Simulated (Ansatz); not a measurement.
Cartesian coordinates in Å:
```
O 1.594 -0.331 -0.595
C 0.706 -0.660 0.139
C -0.611 0.046 0.290
S -0.796 1.514 -0.734
H 0.806 -1.557 0.784
H -1.394 -0.687 0.065
H -0.722 0.296 1.351
H 0.418 1.379 -1.301
```

Total charge 0; spin multiplicity 1.

(1) List the B3LYP/def2-TZVPP orbital energies in eV (Ansatz 0.2.0). (Estimate.)

## Answers

(1) The calculation gave: Occupied: -2417.87, -521.17, -279.93, -278.27, -215.86, -160.44, -160.35, -160.19, -29.45, -22.18, -19.07, -15.87, -13.98, -13.11, -12.90, -11.00, -10.85, -9.52, -7.89, -6.77. Lowest empty: -1.37, 0.51, 0.79, 1.19, 2.07, 2.21, 3.60, 4.46.

B3LYP here is the variant with VWN-RPA as its local correlation; programs differ in this.
